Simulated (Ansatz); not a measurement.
# H₂S (triplet): from Hartree-Fock to the top rungs at distance H1–H2 along a hydrogen transfer = 1.001 Å, 6-31G

One table from this session's results is given with a row withheld; the runs are named, their logs left out.

Method: 6-31G, core rule «outside noble gas», up to 5 orbitals frozen; program: Ansatz 0.2.0, Gaussian basis.

The runs, in order: UHF; CCSD(T) on ROHF; CCSD(T) on UHF; BCCD(T) on ROHF; CCSDT(Q) on ROHF; CCSDT(Q) on UHF.

14 further runs of the same task are left out: 1 for a mislabelled method, 1 that didn't finish, 12 set aside as unsound or not needed.

**The geometry**

The geometry derives from fragments relaxed apart (PBE0/def2-TZVP) and kept rigid, so it is no stationary point. A hydrogen atom is moved between rigid fragments.

3 atoms, charge 0, spin multiplicity 3.

Atoms are counted from 1 here; the program's logs count them from 0.

No contacts short enough for the rule that draws bonds.

Set-up of the first run:

Input file in.yaml:

```yaml
crystal:
  periodic: [false, false, false]
  atoms:
    - {symbol: H, position_ang: [0.000000, 0.000000, -1.241333]}
    - {symbol: H, position_ang: [0.000000, 0.000000, -0.240333]}
    - {symbol: S, position_ang: [0.000000, 0.000000, 1.481667]}
basis:
  gaussian: {orbitals: 6-31G}
magnetization: {spin_polarized: true, initial_magnetization: 2}
hamiltonian: {xc: hf}
output: {orbitals: {seedname: orbitals}}
```

Command:

```sh
ansatz run in.yaml --threads 1 --pin off --events-out ev --progress --plain --max-ram 2393MiB
```

Steps of the session up to this table: UHF; CCSD(T) on ROHF; CCSD(T) on UHF; BCCD(T) on ROHF; CCSDT(Q) on ROHF; CCSDT(Q) on UHF.

One of the session's tables, all rows but one given; the rest of the session is left out.

```
   method  from UCCSDT(Q) (kJ/mol)
     ROHF                   +169.8
      UHF                        ?
     RMP2                    +50.6
     UMP2                    +46.1
    RCCSD                     +1.8
    UCCSD                     +1.6
 RCCSD(T)                     +0.4
 UCCSD(T)                     +0.4
  BCCD(T)                     +0.5
   RCCSDT                     +0.1
   UCCSDT                      0.0
RCCSDT(Q)                      0.0
UCCSDT(Q)                        0
```

Q: Estimate the row for UHF from the others.

**Answer.** from UCCSDT(Q) (kJ/mol): +146.8. In the column «from UCCSDT(Q) (kJ/mol)» it lies between RMP2 (+50.6) and ROHF (+169.8).

Caveats from the session: Restricted and unrestricted rows rest on different reference determinants; where their highest levels disagree by more than a few hundredths of an eV, they describe different states and don't form one ladder.
